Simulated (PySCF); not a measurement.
BF$_{3}$, SMILES `FB(F)F`, neutral singlet in the gas phase. 

Z-matrix (Å, degrees):
```
B
F 1 1.3158
F 1 1.3158 2 120.00
F 1 1.3158 2 120.00 3 179.99
```
Charge 0, spin multiplicity 1.

All levels are single points at this geometry (B3LYP-D3(BJ)/def2-TZVP); Pople sets use spherical d functions. Orbital energies aren't observables, and empty levels follow the basis.

ωB97X-D3(BJ)/def2-TZVP in PySCF gives gap (eV) = 17.01.

Q: Estimate the gap (eV) from each of these levels: B3LYP/3-21G in PySCF; B3LYP/6-311+G** in PySCF; B3LYP/6-31G* in PySCF; HF/6-31G* in PySCF; HF/STO-3G in PySCF.

A: 
| level | gap (eV) |
|---|---|
| B3LYP/3-21G in PySCF | 11.88 |
| B3LYP/6-311+G** in PySCF | 11.50 |
| B3LYP/6-31G* in PySCF | 12.27 |
| HF/6-31G* in PySCF | 23.16 |
| HF/STO-3G in PySCF | 22.22 |
